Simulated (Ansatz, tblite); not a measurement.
Polycrystal shear modulus (GPa) of solids drawn from the class of alkali halides, at two levels: GFN2-xTB tight binding with its D4 term, in tblite, supercell at the zone centre, Fermi filling at 1000 K (free energies), no spin polarisation (tblite), and PBE in Ansatz (plane waves, PAW).

```csv
solid,GFN2-xTB,PBE,shift (%)
rock-salt LiCl,21.4,20.3,-5.1
rock-salt NaCl,10.5,14.3,+36
rock-salt KI,5.51,5.67,+2.9
rock-salt LiBr,11.1,16.0,+44
rock-salt KCl,6.89,9.22,+34
rock-salt KBr,4.24,7.51,+77
```

The shifts run from -5.1 % to +77 %, with a median of +35 %.

Over all 6 rows PBE is the larger in 5.

Spin–orbit coupling is left out, also for the solids with elements from indium on (rock-salt KI); its size isn't shown.

Each level is taken at its own relaxed cell. Caveats: the method was fitted mainly to molecules (GFN2-xTB: rock-salt LiCl, rock-salt NaCl, rock-salt KI, rock-salt LiBr, rock-salt KCl, rock-salt KBr); the run uses a supercell at the zone centre in place of a k mesh (GFN2-xTB: rock-salt LiCl, rock-salt NaCl, rock-salt KI, rock-salt LiBr, rock-salt KCl, rock-salt KBr). Ansatz's density-functional and Hartree–Fock values are scalar-relativistic unless marked +SOC, with PAW data made under PBE.

Ansatz is a first-principles code.
